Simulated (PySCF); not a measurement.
## How exact exchange moves a shielding

Molecule: `InChI=1S/Al.FH.H3N.2H/h;1H;1H3;;/q+1;;;;/p-1`.

Molfile (atoms numbered from 1):
```
AlFH5N
     RDKit          3D

  8  7  0  0  0  0  0  0  0  0999 V2000
   -0.9787    0.1282   -0.0295 N   0  0  0  0  0  0  0  0  0  0  0  0
    1.0740    0.1089    0.1200 Al  0  0  0  0  0  4  0  0  0  0  0  0
    1.2370    1.7560    0.4642 F   0  0  0  0  0  0  0  0  0  0  0  0
   -1.4000    0.4484    0.8443 H   0  0  0  0  0  0  0  0  0  0  0  0
   -1.2753    0.7734   -0.7639 H   0  0  0  0  0  0  0  0  0  0  0  0
   -1.3747   -0.7879   -0.2457 H   0  0  0  0  0  0  0  0  0  0  0  0
    1.4738   -0.3280   -1.3646 H   0  0  0  0  0  0  0  0  0  0  0  0
    1.2757   -0.8766    1.3617 H   0  0  0  0  0  0  0  0  0  0  0  0
  1  2  1  0
  2  3  1  0
  1  4  1  0
  1  5  1  0
  1  6  1  0
  2  7  1  0
  2  8  1  0
M  CHG  2   1   1   2  -1
M  END
```

GIAO shieldings (ppm, equivalent atoms averaged) in PySCF 2.14.0 with density-fitted response routines on the PBE0-D3(BJ)/def2-SVP geometry, basis pcSseg-2, gas phase, non-relativistic:

| functional | exact exchange (%) | σ(Al2) | σ(F3) |
| --- | --- | --- | --- |
| BLYP | 0 | 424.3 | 357.1 |
| BP86 | 0 | 427.3 | 359.3 |
| PBE | 0 | 426.1 | 357.6 |
| B3LYP | 20 | 436.3 | 369.7 |
| mPW1PW91 | 25 | 443.4 | 374.2 |
| BHandHLYP | 50 | 453.8 | 383.1 |
| HF | 100 | 486.6 | 400.0 |

(1) Fit each shielding as a line in the percentage of exact exchange.

(2) What does the line predict for PBE0 (25 %), and what does the run give?

Results:

(1) σ(Al2) = 425.8 + 0.60 x (rms 1.6 ppm); σ(F3) = 359.7 + 0.43 x (rms 2.3 ppm). The functionals also differ in their semilocal parts, which the line can't hold; Hartree–Fock has no correlation at all.

(2) σ(Al2): 440.8 predicted, 442.3 computed; σ(F3): 370.4 predicted, 373.2 computed ppm.
